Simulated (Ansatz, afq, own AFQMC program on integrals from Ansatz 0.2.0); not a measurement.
**BH2O, doublet → BH₂O⁺, triplet, worked out**

```xyz
4

B     0.0000   -0.2384    0.7416
O     0.0000    0.1607   -0.5303
H     0.0000    0.5590    1.6392
H     0.0000   -0.5526   -1.1750
```

Connectivity, by distances: BH–OH.

Both states at this geometry.

Basis cc-pVDZ. Noble-gas cores (and the filled d shells of Ga–Kr and In–Xe) are frozen. Integrals, coupled cluster, full CI and functionals: Ansatz 0.2.0; the random walks run on the same integrals in our own AFQMC program. ph-AFQMC/CISD is guided by a CISD state made of CCSD amplitudes; releasing the constraint for a short imaginary time cuts its bias at the price of noise, slowly where states lie close. Error bars are statistical, one sigma.

Total energies in eV. CBS is CCSD(T) at the limit of def2-TZVPP/QZVPP (extrapolated itself); the highest rung of each member is named.

Cautions: BH₂O (doublet): the released energies move by 1.5 errors or more from one time to the next, so no released level is given (meV from the phaseless value at times in 1/Eh: -1 ± 3 at 0.24, -3 ± 3 at 0.51, -3 ± 3 at 0.99, 9 ± 4 at 1.62, -7 ± 4 at 2.40), though the last usable value meets CCSDT(Q) within the noise; BH₂O⁺ (triplet): another spin lies lower; this isn't the first ionization.

```tsv
member	count	CCSD(T)/cc-pVDZ	highest rung in cc-pVDZ	which	CCSD(T)/CBS
BH₂O⁺, triplet	+1	-2733.8849	-2733.9080	CCSDT(Q)	-2737.5913
BH₂O, doublet	-1	-2747.5915	-2747.6236	CCSDT(Q)	-2751.7461
```

Work out the best estimate of the vertical ionization energy: the CCSD(T)/CBS difference plus the step from CCSD(T) to the highest rung.

Sums with the counts: CCSD(T)/CBS 14.1548 eV, highest rung 13.7156 eV, CCSD(T)/cc-pVDZ 13.7066 eV. The step is 13.7156 − 13.7066 = 0.0090 eV, so the best estimate is 14.1548 + (0.0090) = 14.1638 eV. The basis set is worth 0.448 eV of it. Zero-point, core-correlation and spin–orbit terms aren't in it.

Best estimates are given only where the step beyond CCSD(T) is under 0.3 eV and no member's determinant is very poor (T1 over 0.05, or 0.07 for open shells, ⟨S²⟩ too high by 0.3, two states mixed), so the hardest cases are missing from such tables.

CCSDT and higher add their correlation energy to the determinant of the CCSD(T) run, since their own runs factorise the integrals more tightly (a shift of under 2 meV). Each member of a difference takes its own highest rung, so a best estimate needn't equal the limit plus the step of one row.
